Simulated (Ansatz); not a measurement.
Molecule: disodium, Na2, net charge 0, singlet state. 
Coordinates optimised at B3LYP-D3(BJ)/def2-TZVP (Ansatz, a first-principles code):
SMILES: [Na][Na]
```xyz
2

Na     0.0000     0.0000    -1.5272
Na     0.0000     0.0000     1.5272
```

Atomisation energy built up term by term with Ansatz (kcal/mol; UHF references for open shells; valence terms freeze the core; atomic spin-orbit terms are left out; no core correlation term is included; no scalar relativity (X2C) term is included). Basis-set limits of correlation are two-point, X^-3; Hartree-Fock from the larger set.

The Hartree-Fock reference is unstable (checked in the largest basis), which strains HF and MP2. 

```json
[
 {"term": "Hartree-Fock", "basis": "def2-QZVPPD", "kcal/mol": "___"},
 {"term": "CCSD correlation", "basis": "CBS(def2-TZVPPD,def2-QZVPPD)", "kcal/mol": "17.44"},
 {"term": "(T)", "basis": "CBS(def2-TZVPPD,def2-QZVPPD)", "kcal/mol": "___"},
 {"term": "sum: De", "basis": "", "kcal/mol": "___"}
]
```

Fill in the missing entries.


- Hartree-Fock, kcal/mol: -0.67
- (T), kcal/mol: 0.00
- sum: De, kcal/mol: 16.8
